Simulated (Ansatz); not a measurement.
A nudged elastic band was laid between two geometries of BCl$_{2}$H (4 atoms, charge 0, multiplicity 1).

Theory: RKS r2SCANh-D4/6-31G* (Ansatz 0.2.0).

* movable images: 5
* climbing image: yes
* spring: 5.0 eV/Å²
* optimiser: quadratic models (default)
* start path: through a guess of the saddle point
* force threshold: 0.05 eV/Å
* iteration limit: 60
* end points: relaxed

First end point:

```xyz
4
Properties=species:S:1:pos:R:3
B 0.215 0.000 0.267
H 0.001 0.000 1.436
Cl 1.861 0.000 -0.301
Cl -1.121 0.000 -0.850
```

Last end point:

```xyz
4
Properties=species:S:1:pos:R:3
B -0.611 0.000 -0.171
H 1.253 0.000 0.540
Cl 2.502 0.000 1.001
Cl -2.188 0.000 -0.817
```

**Question.** What changes between the two ends?

**Answer.** Bonds broken: B1–H2, B1–Cl3. Bonds formed: H2–Cl3. BCl2H becomes BCl + ClH.

**Question.** Give the energies along the band, and the barrier.

**Answer.** It converged. The highest image is number 3 of 0 to 6, 92.2 kcal/mol above the first end and 1.7 kcal/mol above the last; the last end lies 90.5 kcal/mol above the first. Neighbouring images differ by up to 2.3 eV, so the band resolves the path poorly. A vibrational analysis at the climbing image gives one clearly imaginary mode, 210i cm⁻¹: a first-order saddle point. The orbitals stay closed-shell, which can raise the energy where a bond breaks towards radicals; this wasn't checked here.

```tsv
image	path coordinate (Å)	energy (kcal/mol)	B1–H2 (Å)	B1–Cl3 (Å)	H2–Cl3 (Å)
0	0.00	0.0	1.19	1.74	2.54
1	0.53	29.7	1.14	1.96	2.13
2	1.05	82.5	1.18	2.46	1.89
3	1.58	92.2	1.41	2.81	1.53
4	2.05	91.4	1.75	3.07	1.37
5	2.51	90.8	1.92	3.24	1.34
6	2.98	90.5	1.99	3.33	1.33
```

**Question.** What is the geometry of the highest image?

**Answer.** 
```xyz
4
Properties=species:S:1:pos:R:3
B -0.579 0.000 0.402
H 0.769 0.000 0.828
Cl 2.226 0.000 0.351
Cl -1.459 0.000 -1.029
```

The band took 12 iterations and of the order of 80 core-seconds.

Time of the run: 78 s on 1 thread of Intel(R) Xeon(R) 6975P-C (Granite Rapids), on a shared host, peak memory 0.13 GiB.
